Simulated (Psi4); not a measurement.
**TPSS/def2-TZVP run of CH4Si (SMILES C[SiH])**

What is the energy change on altering one bond length of CH4Si at TPSS/def2-TZVP? 

Program for the calculation: Psi4 1.11.

2 further runs of the same task are left out: 2 set aside as unsound or not needed.

## Step 1: The molecule

CH4Si: 6 atoms, total charge 0, spin state singlet. As SMILES, `C[SiH]`. The shape is that of a PBE0-D4/def2-TZVP optimisation.

Bond lengths: C1–Si2 1.892 Å, C1–H3 1.098 Å, C1–H4 1.091 Å, C1–H5 1.098 Å, Si2–H6 1.531 Å. Angles: C1–Si2–H6 94.2°, Si2–C1–H3 109.7°, Si2–C1–H4 113.8°, Si2–C1–H5 109.5°, H3–C1–H4 109.0°, H3–C1–H5 105.5°, H4–C1–H5 109.0°.

## Step 2: A single-point energy at TPSS/def2-TZVP

calc.in reads:

```
memory 2200 mb

molecule system {
  0 1
  C
  Si 1 R2
  H 1 R3 2 A3
  H 1 R4 3 A4 2 D4
  H 1 R5 4 A5 3 D5
  H 2 R6 1 A6 4 D6

  R2 = 1.892384
  R3 = 1.097562
  A3 = 109.69888
  R4 = 1.090646
  A4 = 109.04356
  D4 = 125.23136
  R5 = 1.097786
  A5 = 108.9829
  D5 = -114.66165
  R6 = 1.530866
  A6 = 94.20249
  D6 = -179.79521
  units angstrom
  symmetry c1
}

set {
  basis                def2-TZVP
  puream               true
  e_convergence        1e-09
  d_convergence        1e-08
  scf_type             pk
  dft_radial_points    99
  dft_spherical_points 590
}

energy("tpss")
```

The run is started by

```console
$ psi4 -i calc.in -o calc.out -n 1
```

calc.out:

```text
[...]
  Running in c1 symmetry.
[...]
  Nuclear repulsion =   48.603695055921591
[...]
  Multiplicity = 1
[...]
  Nalpha       = 12
  Nbeta        = 12
[...]
    Number of basis functions: 92
[...]
   @RKS iter   1:  -329.61343474376440   -1.56468e-01   9.65303e-03 ADIIS/DIIS
[...]
   @RKS iter  12:  -329.98946702326117   -3.06954e-12   5.06763e-09 DIIS
[...]
    Orbital Energies [Eh]
    ---------------------
    Doubly Occupied:
       1A    -65.681096     2A     -9.974686     3A     -5.113579
       4A     -3.495516     5A     -3.485378     6A     -3.481782
       7A     -0.652009     8A     -0.434731     9A     -0.374446
      10A     -0.372284    11A     -0.282216    12A     -0.198210
[...]
  @RKS Final Energy:  -329.98946702326117
   => Energetics <=
    Nuclear Repulsion Energy =             48.6036950559215910
    One-Electron Energy =                -551.1090788272888403
    Two-Electron Energy =                 200.3312730645863837
    DFT Exchange-Correlation Energy =     -27.8153563164802797
    Empirical Dispersion Energy =           0.0000000000000000
    VV10 Nonlocal Energy =                  0.0000000000000000
    Total Energy =                       -329.9894670232611702
[...]
 Multipole Moments:
 ------------------------------------------------------------------------------------
     Multipole            Electronic (a.u.)      Nuclear  (a.u.)        Total (a.u.)
 ------------------------------------------------------------------------------------
 L = 1.  Multiply by 2.5417464519 to convert [e a0] to [Debye]
 Dipole X            :         -1.0945650            1.1733745            0.0788095
 Dipole Y            :         -0.6978829            0.7483364            0.0504535
 Dipole Z            :          3.3384619           -3.7915040           -0.4530422
 Magnitude           :                                                    0.4626054
[...]
```

It took 42 s on 1 thread of Intel Xeon at 2.60GHz (Ice Lake), shared host; peak memory 1.4 GiB.

## Step 3: The distorted shape: energy and forces at TPSS/def2-TZVP

calc.py reads:

```python
import psi4

psi4.set_memory('2200 MB')
psi4.set_num_threads(1)
psi4.set_output_file('psi4.out', False)

geom = psi4.geometry("""
0 1
C      1.182545    -0.313081    -0.692011
Si     2.193345     0.262719     0.800589
H     -1.156900    -0.410100    -0.102200
H      1.491045    -1.282681    -1.084711
H      1.252045     0.434919    -1.492511
H      1.418245     1.572919     0.962289
symmetry c1
""")

options = {'basis': 'def2-TZVP', 'puream': True, 'e_convergence': 1e-09, 'd_convergence': 1e-08, 'scf_type': 'pk', 'dft_radial_points': 99, 'dft_spherical_points': 590}
psi4.set_options(options)

energy_value, wavefunction = psi4.gradient("tpss", molecule=geom, return_wfn=True)
psi4.oeprop(wavefunction, "MAYER_INDICES", "LOWDIN_CHARGES", "WIBERG_LOWDIN_INDICES")
print('gradient / Eh bohr^-1')
print(energy_value.np.round(6))
print(f'energy = {wavefunction.energy():.10f} Eh')
for k, v in sorted(psi4.core.scalar_variables().items()):
    print(f'{k:45s} {v:18.10f}')
```

The run is started by

```console
$ python calc.py
```

psi4.out:

```text
[...]
  Running in c1 symmetry.
[...]
  Nuclear repulsion =   45.863788213687393
[...]
  Multiplicity = 1
[...]
  Nalpha       = 12
  Nbeta        = 12
[...]
    Number of basis functions: 92
[...]
   @RKS iter   1:  -329.12044354360461    1.35128e-01   1.10255e-02 DIIS/ADIIS
[...]
   @RKS iter  17:  -329.83381004299486   -8.62315e-11   7.17075e-09 DIIS
[...]
    Orbital Energies [Eh]
    ---------------------
    Doubly Occupied:
       1A    -65.699673     2A    -10.032364     3A     -5.131508
       4A     -3.512641     5A     -3.503348     6A     -3.500714
       7A     -0.642801     8A     -0.446813     9A     -0.390906
      10A     -0.297800    11A     -0.264030    12A     -0.213804
[...]
  @RKS Final Energy:  -329.83381004299486
   => Energetics <=
    Nuclear Repulsion Energy =             45.8637882136873927
    One-Electron Energy =                -545.2732728617552311
    Two-Electron Energy =                 197.1899309662874202
    DFT Exchange-Correlation Energy =     -27.6142563612143910
    Empirical Dispersion Energy =           0.0000000000000000
    VV10 Nonlocal Energy =                  0.0000000000000000
    Total Energy =                       -329.8338100429948554
[...]
 Multipole Moments:
 ------------------------------------------------------------------------------------
     Multipole            Electronic (a.u.)      Nuclear  (a.u.)        Total (a.u.)
 ------------------------------------------------------------------------------------
 L = 1.  Multiply by 2.5417464519 to convert [e a0] to [Debye]
 Dipole X            :          4.2902382           -3.8703649            0.4198734
 Dipole Y            :          0.0870930           -0.0340717            0.0530212
 Dipole Z            :          2.4654941           -2.6518912           -0.1863971
 Magnitude           :                                                    0.4624378
[...]
  -Total Gradient:
     Atom            X                  Y                   Z
    ------   -----------------  -----------------  -----------------
       1       -0.004568229263    -0.003598248276    -0.017301378203
       2        0.018829006851    -0.003505457571     0.008793473645
       3       -0.037586017607    -0.000374978221     0.010161113406
       4        0.016111223807     0.007062731184     0.000632919068
       5        0.011005336546    -0.002042422091     0.001473815220
       6       -0.003789869021     0.002458573317    -0.003759183032
[...]
```

On the terminal:

```text
gradient / Eh bohr^-1
[[-0.004568 -0.003598 -0.017301]
 [ 0.018829 -0.003505  0.008793]
 [-0.037586 -0.000375  0.010161]
 [ 0.016111  0.007063  0.000633]
 [ 0.011005 -0.002042  0.001474]
 [-0.00379   0.002459 -0.003759]]
energy = -329.8338100430 Eh
CURRENT ENERGY                                   -329.8338100430
CURRENT REFERENCE ENERGY                         -329.8338100430
DD SOLVATION ENERGY                                 0.0000000000
DFT FUNCTIONAL TOTAL ENERGY                      -329.8338100430
DFT TOTAL ENERGY                                 -329.8338100430
DFT VV10 ENERGY                                     0.0000000000
DFT XC ENERGY                                     -27.6142563612
GRID ELECTRONS ALPHA                               12.0000003559
GRID ELECTRONS BETA                                12.0000003559
GRID ELECTRONS TOTAL                               24.0000007118
NUCLEAR REPULSION ENERGY                           45.8637882137
ONE-ELECTRON ENERGY                              -545.2732728618
PCM POLARIZATION ENERGY                             0.0000000000
PE ENERGY                                           0.0000000000
SCF ITERATION ENERGY                             -329.8338100430
SCF ITERATIONS                                     17.0000000000
SCF TOTAL ENERGY                                 -329.8338100430
TWO-ELECTRON ENERGY                               197.1899309663
XC GRID RADIAL POINTS                              99.0000000000
XC GRID SPHERICAL POINTS                          590.0000000000
XC GRID TOTAL POINTS                           336655.0000000000
```

It took 59 s on 1 thread of Intel Xeon at 2.60GHz (Ice Lake), shared host; peak memory 1.4 GiB.

## Step 4: Results

At TPSS/def2-TZVP:

| quantity | value |
| --- | --- |
| first shape: total energy | -329.98947 Eh |
| first shape: dipole moment | 1.18 D |
| first shape: HOMO energy | -5.39 eV |
| first shape: LUMO energy | -3.31 eV |
| first shape: HOMO–LUMO gap | 2.08 eV |
| distorted shape: total energy | -329.83381 Eh |
| distorted shape: dipole moment | 1.18 D |
| distorted shape: HOMO energy | -5.82 eV |
| distorted shape: LUMO energy | -4.58 eV |
| distorted shape: HOMO–LUMO gap | 1.24 eV |
| distorted shape: largest force on an atom | 2.002 eV/Å |
| energy change with the C1–H3 bond stretched from 1.098 to 2.415 Å | 4.236 eV |

One bond (distorted shape) is far stretched, which a spin-restricted single reference describes badly; a broken-symmetry solution may lie lower. With the C1–H3 bond stretched from 1.098 to 2.415 Å the energy rises by 4.24 eV (98 kcal/mol). The first shape isn't relaxed at this level, so the change isn't measured from a minimum. A restricted reference can't describe the breaking bond well at this length.
